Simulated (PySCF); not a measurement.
Species: C₄H₇O₂ (doublet state).
Geometry (GFN2-xTB, Å), atoms numbered from 1 in this order:
```
atom  x, y, z in Å
C1    -2.144   -1.088    0.009
C2    -1.244    0.078    0.062
O3     0.082   -0.138   -0.014
C4     0.950    0.901    0.032
C5     2.367    0.410   -0.075
O6     0.595    2.051    0.145
H7    -1.559   -2.003   -0.034
H8    -2.795   -1.118    0.886
H9    -2.796   -1.043   -0.868
H10   -1.588    1.095    0.148
H11    2.503   -0.117   -1.017
H12    3.045    1.255   -0.026
H13    2.580   -0.283    0.736
```

The hyperfine couplings belong to this conformer and change with its torsions.

As a line formula: `C[CH]OC(C)=O` [radical].

The calculation used UKS B3LYP, pcH-1 on C H O, non-relativistic, mean-field spin-orbit, GIAO (PySCF 2.14.0). Geometry: GFN2-xTB, one conformer, isolated molecule. GFN2-xTB frequencies show an imaginary mode (40i cm⁻¹), so this geometry is no minimum at that level. A GFN2-xTB geometry isn't a minimum of the functional, and hyperfine couplings can be far from their values at a DFT geometry. Stability of the SCF solution: not tested.

Q: Give the principal g shifts and their parts.

A: 
```tsv
Δg (ppm)	1	2	3
relativistic mass correction	-174	-174	-174
gauge correction	-1	41	37
orbital Zeeman/spin–orbit	-26	523	1411
total	-201	390	1274
```

So g = 2.00212, 2.00271, 2.00359 and g_iso = 2.00281; the tensor is rhombic: the two nearest values differ by 40 % of g3 − g1. Axes: g3 points within 3° of the C1–C2 bond.

Q: What effective moment and Curie constant follow for a powder?

A: With the mean of g² = 4.0112 and S(S+1) = 0.75: μ_eff = √(⟨g²⟩S(S+1)) = 1.734 μB and χT = 0.12505·⟨g²⟩·S(S+1) = 0.376 cm³ K/mol (cgs; spin-Hamiltonian part alone).

Q: At 9.378 GHz, how far is the centre of the isotropic spectrum from where a free electron (g = 2.002319) resonates?

A: B = hν/(g μB) with μB/h = 13.99624 MHz/mT gives 334.63 mT for the free electron and 334.55 mT at g_iso, 0.08 mT lower.

Q: What are the electron Larmor frequencies g μB B/h along the three axes at 350 mT?

A: 9.8078, 9.8106, 9.8150 GHz for g1, g2 and g3, a range of 7.2 MHz.

Q: In a frozen sample, at which fields do the three g values resonate at 9.5, 34, 94 and 263 GHz (hyperfine left aside), and which band first spreads them over more than twice a line width of 0.5 mT?

A: 
| band | GHz | B(g3) mT | B(g2) mT | B(g1) mT | spread mT |
| --- | --- | --- | --- | --- | --- |
| X | 9.5 | 338.77 | 338.92 | 339.02 | 0.25 |
| Q | 34.0 | 1212.43 | 1212.97 | 1213.33 | 0.89 |
| W | 94.0 | 3352.02 | 3353.50 | 3354.49 | 2.47 |
| J | 263.0 | 9378.53 | 9382.67 | 9385.43 | 6.91 |

The spread grows in proportion to the frequency. W band is the first where it exceeds 1.0 mT.

The Mulliken spin populations are largest on C2 (+0.93) and C1 (-0.08). C2 is the only atom above +0.15. The angles at C2 add up to 360.0°, so it is planar; its axial dipolar tensor and the negative coupling of its proton fit spin in a p orbital normal to that plane.

The HOMO–LUMO gaps are 4.91 eV among the α and 6.33 eV among the β orbitals.
